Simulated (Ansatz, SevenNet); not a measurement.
TO(Γ) frequency of rock-salt MgS: levels of theory against measurement

Reference value: 240 cm⁻¹ (measured, temperature not stated, no zero-point or thermal correction; as tabulated in Chmeruk and Núñez-Valdez (2023), arXiv:2212.11645).

```json
[
 {"level (code)": "SevenNet-0", "value (cm⁻¹)": "208", "cell (Å³/atom)": "17.82", "difference (%)": "-13.3"},
 {"level (code)": "LDA (Ansatz)", "value (cm⁻¹)": "252", "cell (Å³/atom)": "16.87", "difference (%)": "+5.0"},
 {"level (code)": "PBE (Ansatz)", "value (cm⁻¹)": "224", "cell (Å³/atom)": "17.88", "difference (%)": "-6.7"},
 {"level (code)": "r²SCAN (Ansatz)", "value (cm⁻¹)": "237", "cell (Å³/atom)": "17.61", "difference (%)": "-1.2"},
 {"level (code)": "LC-ωPBE (Ansatz)", "value (cm⁻¹)": "246", "cell (Å³/atom)": "17.23", "difference (%)": "+2.5"},
 {"level (code)": "r²SCANh (Ansatz)", "value (cm⁻¹)": "238", "cell (Å³/atom)": "17.53", "difference (%)": "-0.8"},
 {"level (code)": "Hartree–Fock (Ansatz)", "value (cm⁻¹)": "190", "cell (Å³/atom)": "18.45", "difference (%)": "-21"}
]
```

Once the reference is moved by up to 3.0 % (a margin picked here for doubts on the reference and the settings, and for temperature and zero-point motion) and values within 0.7 % count as equal, the nearest can be r²SCANh (-0.8 %), r²SCAN (-1.2 %) or LC-ωPBE (+2.5 %). Among them Hartree–Fock (-21 %) misses by most. Within 10 %: LDA, PBE, r²SCAN, LC-ωPBE, r²SCANh.

The measured value isn't corrected to a static lattice, so vibrations enter the comparison.  Each level is taken at its own relaxed cell. Cutoffs and k meshes differ between the levels. Ansatz's density-functional and Hartree–Fock values are scalar-relativistic unless marked +SOC, with PAW data made under PBE.

Machine-learned potentials (SevenNet-0) are trained on DFT data: a solid inside that data is no test of them.

Differences are worked out from the printed values.

Ansatz is a first-principles code.
